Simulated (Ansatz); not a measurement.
A calculation with Ansatz (development build ahead of 0.2.0).

```yaml
crystal:
  periodic: [false, false, false]
  atoms:
    - { symbol: F, position_ang: [0.0, 0.0, 0.0] }
    - { symbol: H, position_ang: [0.0, 0.917, 0.0] }
    - { symbol: "N", position_ang: [0.0, 0.0, 6.0] }
    - { symbol: H, position_ang: [0.938, 0.381, 6.0] }
    - { symbol: H, position_ang: [-0.469, 0.381, 6.812] }
    - { symbol: H, position_ang: [-0.469, 0.381, 5.188] }
basis:
  gaussian: { orbitals: cc-pVDZ }
total_charge: 1
magnetization:
  initial_magnetization: 1
hamiltonian:
  xc: hf
correlation:
  method: ccsd_t
  frozen_orbitals: { F: 1, H: 0, "N": 1 }
scf:
  omitted_lower_state_checks: [stability, starts, atomic_configurations, cluster_reference, orbital_swaps, given_window_search, neighbouring_geometries, increment]
```

The input is written out in the form of the current development build from the run's settings. Correlation on restricted open-shell orbitals is semicanonical, with singles.

Results

```yaml
Converged: yes
Reference_energy: -155.87388 hartree
CCSD_correlation_energy: -0.37287 hartree
Triples_correction: -0.00448 hartree
Total_energy: -156.25123 hartree
Spin_squared_of_the_determinant: 0.750
```
